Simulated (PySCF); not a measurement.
C3H3N, triplet, at a GFN2-xTB geometry of the parent state (a higher spin typed on purpose: for a closed-shell molecule this is an excited state); B3LYP/6-31G** run with PySCF.

Here is a job for PySCF.
```python
from pyscf import gto, scf, dft

mol = gto.M(
    atom='''
C    -0.18079014   -1.61580414    0.00036893
C     0.56661727   -0.51823197   -0.00249564
C     0.00984574    0.77832356    0.00014554
H    -1.25731398   -1.56538366    0.00488629
H     0.26122400   -2.59764951   -0.00171648
H     1.64864793   -0.55402136   -0.00703253
N    -0.43237074    1.83590426    0.00224997
''',
    basis='6-31g**',
    spin=2,
    verbose=4,
)

mf = dft.ROKS(mol)
mf.xc = 'b3lyp'
mf.kernel()
mf.analyze()
```

What the program printed (banner, timings and long lists left out):

```
PySCF version 2.14.0

[INPUT] verbose = 4
[INPUT] num. atoms = 7
[INPUT] num. electrons = 28
[INPUT] charge = 0
[INPUT] spin (= nelec alpha-beta = 2S) = 2
[INPUT] symmetry False subgroup None
[INPUT] Mole.unit = angstrom
[INPUT] Symbol           X                Y                Z      unit          X                Y                Z       unit  Magmom
[INPUT]  1 C     -0.180790140000  -1.615804140000   0.000368930000 AA   -0.341643850622  -3.053427295538   0.000697176659 Bohr   0.0
[INPUT]  2 C      0.566617270000  -0.518231970000  -0.002495640000 AA    1.070751457749  -0.979316492294  -0.004716076106 Bohr   0.0
[INPUT]  3 C      0.009845740000   0.778323560000   0.000145540000 AA    0.018605752094   1.470818364696   0.000275030740 Bohr   0.0
[INPUT]  4 H     -1.257313980000  -1.565383660000   0.004886290000 AA   -2.375979074787  -2.958146397269   0.009233749865 Bohr   0.0
[INPUT]  5 H      0.261224000000  -2.597649510000  -0.001716480000 AA    0.493641817163  -4.908846141511  -0.003243677098 Bohr   0.0
[INPUT]  6 H      1.648647930000  -0.554021360000  -0.007032530000 AA    3.115493063531  -1.046948637559  -0.013289555663 Bohr   0.0
[INPUT]  7 N     -0.432370740000   1.835904260000   0.002249970000 AA   -0.817062282876   3.469356242322   0.004251827088 Bohr   0.0

nuclear repulsion = 90.989644860514
number of shells = 33
number of NR pGTOs = 129
number of NR cGTOs = 71
basis = 6-31g**
ecp = {}

******** <class 'pyscf.dft.roks.ROKS'> ********
method = ROKS
initial guess = minao
damping factor = 0
level_shift factor = 0
DIIS = <class 'pyscf.scf.diis.CDIIS'>
diis_start_cycle = 1
diis_space = 8
diis_damp = 0
SCF conv_tol = 1e-09
SCF conv_tol_grad = None
SCF max_cycles = 50
direct_scf = True
direct_scf_tol = 1e-13
num. doubly occ = 13  num. singly occ = 2
XC library pyscf.dft.libxc version 7.1.2
    S. Lehtola, C. Steigemann, M. J. T. Oliveira, and M. A. L. Marques,  SoftwareX 7, 1–5 (2018)
XC functionals = b3lyp
    P. J. Stephens, F. J. Devlin, C. F. Chabalowski, and M. J. Frisch,  J. Phys. Chem. 98, 11623 (1994)
radial grids:
    Treutler-Ahlrichs [JCP 102, 346 (1995); DOI:10.1063/1.469408] (M4) radial grids

becke partition: Becke, JCP 88, 2547 (1988); DOI:10.1063/1.454033
pruning grids: <function nwchem_prune>
grids dens level: 3
symmetrized grids: False
atomic radii adjust function: <function treutler_atomic_radii_adjust>
small_rho_cutoff = 0
Set gradient conv threshold to 3.16228e-05
tot grids = 85680
init E= -171.266994823394
  HOMO = -0.115650340011983  LUMO = -0.0358582021375251  gap/eV = 2.17125
cycle= 1 E= -170.647018243837  delta_E= 0.62  |g|= 0.344  |ddm|= 2.12
  HOMO = -0.0642523438905576  LUMO = 0.0555599404408729  gap/eV = 3.26026
cycle= 2 E= -170.48027723864  delta_E= 0.167  |g|= 0.816  |ddm|= 0.967
  HOMO = -0.0582815034043156  LUMO = 0.0329511088591605  gap/eV = 2.48257
cycle= 3 E= -170.677262888969  delta_E= -0.197  |g|= 0.158  |ddm|= 0.711
  HOMO = -0.0799328414488398  LUMO = 0.0300784917401682  gap/eV = 2.99356
cycle= 4 E= -170.684725434643  delta_E= -0.00746  |g|= 0.0486  |ddm|= 0.15
  HOMO = -0.077981500088935  LUMO = 0.0252059021357471  gap/eV = 2.80787
cycle= 5 E= -170.685606527134  delta_E= -0.000881  |g|= 0.0181  |ddm|= 0.0543
  HOMO = -0.0765776629758115  LUMO = 0.0275959003837252  gap/eV = 2.83471
cycle= 6 E= -170.685718484572  delta_E= -0.000112  |g|= 0.00479  |ddm|= 0.0166
  HOMO = -0.0765525451768982  LUMO = 0.0279039393293492  gap/eV = 2.84241
cycle= 7 E= -170.685730959105  delta_E= -1.25e-05  |g|= 0.00204  |ddm|= 0.00683
  HOMO = -0.0765067762283898  LUMO = 0.0279135598779576  gap/eV = 2.84142
cycle= 8 E= -170.685734343724  delta_E= -3.38e-06  |g|= 0.000894  |ddm|= 0.00384
  HOMO = -0.0764595477461789  LUMO = 0.0279947719871951  gap/eV = 2.84235
cycle= 9 E= -170.685735429009  delta_E= -1.09e-06  |g|= 0.000191  |ddm|= 0.00335
  HOMO = -0.0764504168845734  LUMO = 0.0279996595744256  gap/eV = 2.84223
cycle= 10 E= -170.68573546426  delta_E= -3.53e-08  |g|= 5.71e-05  |ddm|= 0.000594
  HOMO = -0.0764518634265641  LUMO = 0.028001720855606  gap/eV = 2.84233
cycle= 11 E= -170.685735465736  delta_E= -1.48e-09  |g|= 4.36e-06  |ddm|= 0.000106
  HOMO = -0.0764524043214068  LUMO = 0.0280015072738946  gap/eV = 2.84234
cycle= 12 E= -170.685735465742  delta_E= -5.23e-12  |g|= 6.58e-07  |ddm|= 3.7e-06
  HOMO = -0.0764522838627233  LUMO = 0.0280014463553919  gap/eV = 2.84233
Extra cycle  E= -170.68573546574  delta_E= 1.25e-12  |g|= 2.03e-06  |ddm|= 2.13e-06
converged SCF energy = -170.68573546574
**** SCF Summaries ****
Total Energy =                        -170.685735465740265
Nuclear Repulsion Energy =              90.989644860514034
One-electron Energy =                 -408.794716415457458
Two-electron Energy =                  147.119336089203131
Two-electron Coulomb Energy =          171.412786447416636
DFT Exchange-Correlation Energy =      -24.293450358213516
HOMO-LUMO gap [eV] =                     2.842330774194072
**** MO energy ****
                Roothaan           | alpha              | beta
MO #1   energy= -14.3447405537884  | -14.3480238315996  | -14.3414572759772  occ= 2
MO #2   energy= -10.2426794973469  | -10.2468933561259  | -10.238465638568   occ= 2
MO #3   energy= -10.2316388815238  | -10.2321387712188  | -10.2311389918288  occ= 2
MO #4   energy= -10.2047748996721  | -10.2108293817212  | -10.198720417623   occ= 2
MO #5   energy= -0.926253042461764 | -0.935146500547707 | -0.917359584375831 occ= 2
MO #6   energy= -0.826048354104377 | -0.844133375207877 | -0.807963333000872 occ= 2
MO #7   energy= -0.654912809145795 | -0.668852149188149 | -0.640973469103442 occ= 2
MO #8   energy= -0.540957029656919 | -0.54705454013246  | -0.534859519181377 occ= 2
MO #9   energy= -0.483265157980473 | -0.49087525924351  | -0.475655056717433 occ= 2
MO #10  energy= -0.410772958086738 | -0.416227250161998 | -0.405318666011472 occ= 2
MO #11  energy= -0.384303504391566 | -0.410437336158119 | -0.358169611371371 occ= 2
MO #12  energy= -0.368440617249706 | -0.374542367477479 | -0.362338867021933 occ= 2
MO #13  energy= -0.346444948204277 | -0.349675432982149 | -0.343214463426405 occ= 2
MO #14  energy= -0.269907047324243 | -0.342030146078247 | -0.197784017938235 occ= 1
MO #15  energy= -0.0764522838627233 | -0.149352631289947 | -0.00355196427221884 occ= 1
MO #16  energy= 0.0280014463553919 | 0.0246913363508754 | 0.0313115563599048 occ= 0
MO #17  energy= 0.113281154810953  | 0.0887303596365531 | 0.137831976026669  occ= 0
MO #18  energy= 0.116740018581053  | 0.112985954316287  | 0.12049408284582   occ= 0
MO #19  energy= 0.127028218739399  | 0.121950035722058  | 0.132106401756737  occ= 0
MO #20  energy= 0.153722068101697  | 0.147325881317095  | 0.160118254886292  occ= 0
MO #21  energy= 0.24973556322513   | 0.246066464585453  | 0.253404661864794  occ= 0
MO #22  energy= 0.321514895175686  | 0.317184303359459  | 0.325845486991907  occ= 0
MO #23  energy= 0.325139591802089  | 0.320099960335673  | 0.330179223268392  occ= 0
 ** Mulliken pop on meta-lowdin orthogonal AOs  **
 ** Mulliken pop  **
 ** Mulliken atomic charges  **
charge of    0C =     -0.22076
charge of    1C =     -0.08417
charge of    2C =      0.08857
charge of    3H =      0.13054
charge of    4H =      0.12781
charge of    5H =      0.14501
charge of    6N =     -0.18700
Dipole moment(X, Y, Z, Debye):  1.23226, -3.17983, -0.00592
```
